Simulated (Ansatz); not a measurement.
Start from `C[CH2][AlH2]` and change one atom or group to get `[CH3][AlH2]`.

Ansatz, PBE0-D4/def2-TZVP geometries, multiplicity 1. 

```csv
property,`C[CH2][AlH2]`
LUMO energy (PBE0/def2-TZVPP) / eV,-1.30
HOMO–LUMO gap (PBE0/def2-TZVPP) / eV,6.24
LUMO energy (ωB97M-V/def2-TZVPP) / eV,0.26
HOMO–LUMO gap (PBE/def2-TZVPP) / eV,4.22
HOMO energy (B3LYP/def2-TZVPP) / eV,-7.34
size of the dipole moment (B3LYP/def2-TZVPP) / D,0.77
```

Task: What does the change do to each property? (Estimate.)

Result: The calculation gave: 
```
                                        property  `[CH3][AlH2]`  shift
              LUMO energy (PBE0/def2-TZVPP) / eV          -1.29   0.01
            HOMO–LUMO gap (PBE0/def2-TZVPP) / eV           6.80   0.56
           LUMO energy (ωB97M-V/def2-TZVPP) / eV           0.28   0.02
             HOMO–LUMO gap (PBE/def2-TZVPP) / eV           4.75   0.53
             HOMO energy (B3LYP/def2-TZVPP) / eV          -7.87  -0.53
size of the dipole moment (B3LYP/def2-TZVPP) / D           0.74  -0.03
```

Dipoles are sizes alone; their direction can turn.

B3LYP here is the variant with VWN-RPA as its local correlation; programs differ in this.
